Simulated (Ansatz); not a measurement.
Results of rVV10 (Ansatz, an electronic-structure program, plane waves, PAW) for zinc-blende MgTe (metastable phase).

Numerical settings: plane-wave cutoff 520 eV, 10×10×10 k mesh, Fermi–Dirac smearing 0.01 eV, scalar-relativistic PAW data made under PBE.

Properties against volume:

| V (Å³/atom) | P (GPa) | direct gap at Γ (eV) |
|---|---|---|
| 32.281 | 2.47 | 2.452 |
| 32.967 | 1.56 | 2.351 |
| 33.654 | 0.74 | 2.254 |
| 34.341 | 0.00 | 2.160 |
| 35.028 | -0.67 | 2.071 |
| 35.715 | -1.27 | 1.985 |
| 36.401 | -1.81 | 1.902 |

A straight line through the gaps at Γ against ln V gives a volume deformation potential dE_g(Γ)/d ln V of -4.6 eV: the gap at Γ widens under compression.

Measured, for comparison: band gap 3.67 eV (2 K, zero-point motion not removed; as tabulated in arXiv:1206.3780).

Spin–orbit coupling is not included; with these elements it can move the gap by several tenths of an eV or more.
